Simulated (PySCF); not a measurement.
Compound: 1,4-dimethoxybenzene, C₈H₁₀O₂.
Numbering: `[CH3:1][O:2][c:3]1[cH:4][cH:5][c:6]([O:7][CH3:8])[cH:9][cH:10]1` (hydrogens: H11, H12, H13 on C1; H14 on C4; H15 on C5; H16, H17, H18 on C8; H19 on C9; H20 on C10)

Computed geometry: GFN2-xTB, gas phase.

Task: Give the optimised bond lengths and angles.

Result: 
```csv
bond,length (bohr)
"C1–O2, O7–C8",2.656
"O2–C3, C6–O7",2.583
C3–C4 and 3 like bonds,2.629
"C4–C5, C9–C10",2.610
C1–H11 and 5 like bonds,2.066
C4–H14 and 3 like bonds,2.038
```

Bonds in one row agree within 0.02 bohr and their mean is given. A selection of angles:
```csv
angle,degrees
O2–C1–H11,111.6
O2–C1–H13,105.7
H11–C1–H12,109.3
C1–O2–C3,118.3
O2–C3–C4,116.1
O2–C3–C10,125.1
C4–C3–C10,118.8
C3–C4–C5,121.1
C3–C4–H14,118.5
C5–C4–H14,120.4
C4–C5–C6,120.1
C6–C5–H15,121.2
```

Torsions: C1–O2–C3–C4 180° (antiperiplanar); C5–C6–O7–C8 0° (synperiplanar).

O2 (aryl ether oxygen) is bent (angle 118.3°). Of the pairs four or more bonds apart, C8···H15 is among the closest relative to their van der Waals radii: 2.56 Å, 88 % of the sum of Bondi's values. The 10 heavy atoms lie in one plane (0.001 Å rms). The C–O distances run from 1.367 Å (C6–O7, drawn single) to 1.406 Å (C1–O2, drawn single), a spread of 0.039 Å. The 6-membered ring C3–C4–C5–C6–C9–C10 has internal angles of 118.8° to 121.1°; it is planar, 0.00 Å rms from its mean plane, widest ring torsion 0°.

Point group: C2h (every atom within 0.08 Å of its image). GFN2-xTB frequencies: not computed here. The numbers are those of one conformer.
